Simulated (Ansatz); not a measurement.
# SiH₂ (triplet): wave-function methods side by side at distance H1–H2 along a hydrogen transfer = 0.990 Å, cc-pVTZ

How much of the correlation energy of SiH₂ (triplet) does each wave-function method recover here?

Computed with Ansatz 0.2.0, Gaussian basis. Level: cc-pVTZ, core rule «outside noble gas», up to 5 orbitals frozen.

The runs, in order: UHF; CCSD(T) on ROHF; CCSD(T) on UHF; BCCD(T) on ROHF; CISD; CCSDT(Q) on ROHF; CCSDT(Q) on UHF; CASSCF and MRCISD+Q, 4 electrons in 4 orbitals; CASSCF and NEVPT2, 4 electrons in 4 orbitals; CASSCF and MRCISD+Q, 6 electrons in 6 orbitals; CASSCF and MRCISD+Q(relaxed), 6 electrons in 6 orbitals; CASSCF and NEVPT2, 6 electrons in 6 orbitals; Full CI.

**1. What is computed**

The geometry derives from fragments relaxed apart (PBE0/def2-TZVP) and kept rigid, so it is no stationary point. A hydrogen atom is moved between rigid fragments.

3 atoms, charge 0, spin multiplicity 3.

Atoms are counted from 1 here; the program's logs count them from 0.

No contacts short enough for the rule that draws bonds.

**2. UHF**

Contents of in.yaml:

```yaml
crystal:
  periodic: [false, false, false]
  atoms:
    - {symbol: H, position_ang: [0.000000, 0.000000, -1.248667]}
    - {symbol: H, position_ang: [0.000000, 0.000000, -0.258667]}
    - {symbol: Si, position_ang: [0.000000, 0.000000, 1.507333]}
basis:
  gaussian: {orbitals: cc-pVTZ}
magnetization: {spin_polarized: true, initial_magnetization: 2}
hamiltonian: {xc: hf}
output: {orbitals: {seedname: orbitals}}
```

On the command line:

```sh
$ ansatz run in.yaml --threads 1 --pin off --events-out ev --progress --plain --max-ram 2880MiB --backend cpu
```

After this run come: CCSD(T) on ROHF; CCSD(T) on UHF; BCCD(T) on ROHF; CISD; CCSDT(Q) on ROHF; CCSDT(Q) on UHF; CASSCF and MRCISD+Q, 4 electrons in 4 orbitals; CASSCF and NEVPT2, 4 electrons in 4 orbitals; CASSCF and MRCISD+Q, 6 electrons in 6 orbitals; CASSCF and MRCISD+Q(relaxed), 6 electrons in 6 orbitals; CASSCF and NEVPT2, 6 electrons in 6 orbitals; Full CI.

Before running them: what should the planned runs give, taken together? Wanted: FCI below the RHF energy; RMP2 from FCI; UMP2 from FCI; RCCSD from FCI; RCCSD(T) from FCI; UCCSD(T) from FCI; RCCSDT(Q) from FCI; UCCSDT(Q) from FCI; NEVPT2 pair from FCI.

As calculated:

```
                         quantity                                                                                                                          value
         FCI below the RHF energy                                                                                                                     -3.7341 eV
                    RMP2 from FCI                                                                                                                   +84.8 kJ/mol
                    UMP2 from FCI                                                                                                                   +85.0 kJ/mol
                   RCCSD from FCI                                                                                                                   +14.8 kJ/mol
                RCCSD(T) from FCI                                                                                                                    +3.2 kJ/mol
                UCCSD(T) from FCI                                                                                                                    +3.1 kJ/mol
               RCCSDT(Q) from FCI                                                                                                                    +0.1 kJ/mol
               UCCSDT(Q) from FCI                                                                                                                    -0.1 kJ/mol
             NEVPT2 pair from FCI                                                                                                                   +77.9 kJ/mol
           MRCISD+Q pair from FCI                                                                                                                    -1.5 kJ/mol
          NEVPT2 valence from FCI                                                                                                                   +65.5 kJ/mol
levels within 1 kcal/mol (43 meV)  RCCSD(T), UCCSD(T), BCCD(T), RCCSDT, UCCSDT, RCCSDT(Q), UCCSDT(Q), MRCISD+Q pair, MRCISD+Q valence, MRCISD+Q(relaxed) valence
                    T1 diagnostic                                                                                                                          0.025
   effectively unpaired electrons                                                                                                                           2.09
```

RCCSD(T) misses by +3.2 kJ/mol, 0.9 % of the correlation energy. MRCISD+Q pair, MRCISD+Q(relaxed) valence fall below full CI: the +Q correction isn't variational, and the cores differ from full CI's. One determinant dominates. Of the multireference levels listed MRCISD+Q(relaxed) valence comes nearest in total energy (-1.3 kJ/mol), which doesn't show that its space is the better one. These misses are within one basis, not against nature; the frozen cores of restricted and unrestricted runs differ, which can shift their rows.
